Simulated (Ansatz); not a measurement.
Reaction: C3H8S (SMILES CCSC) → C2H5S (SMILES CC[S], doublet) + CH3 (SMILES [CH3], doublet) (the C-S bond breaks)
Each species at its own B3LYP-D3(BJ)/def2-TZVP minimum (Ansatz, an electronic-structure program), one conformer.

Property: bond dissociation energy (electronic), in kcal/mol. UHF or UKS for unpaired electrons; spin-orbit terms are left out. CBS(X,Y): correlation extrapolated as X^-3, Hartree-Fock from the larger set. A bracket is a step between two methods taken in the basis named. The functionals are non-relativistic, so their misses hold any scalar relativity. Double hybrids freeze cores in their MP2 part. '+ core + X2C': CCSD(T) terms for core correlation (cc-pwCVTZ, 1s frozen past Ne) and scalar relativity (cc-pVTZ-DK).

CCSD(T)/CBS(cc-pV(T+d)Z,cc-pV(Q+d)Z) + [CCSDT(Q) - CCSD(T)]/cc-pV(D+d)Z + core + X2C (Ansatz) gives 78.6 kcal/mol.

Question: What does PBE/def2-TZVPD (Ansatz) give here, and how do the other levels compare?

Answer: PBE gives 76.6 kcal/mol, 2.0 kcal/mol below it. Differences of the others: r2SCAN/def2-TZVPD (Ansatz) -6.9; B3LYP/def2-TZVPD (Ansatz) -8.3; PBE0/def2-TZVPD (Ansatz) -3.6; wB97M-V/def2-TZVPD (Ansatz) -0.1; B2PLYP/def2-TZVPD (Ansatz) -5.1; CCSD(T)/CBS(cc-pV(T+d)Z,cc-pV(Q+d)Z) + core + X2C (Ansatz) -0.1 kcal/mol. Nearer than PBE: wB97M-V/def2-TZVPD, CCSD(T)/CBS(cc-pV(T+d)Z,cc-pV(Q+d)Z) + core + X2C.
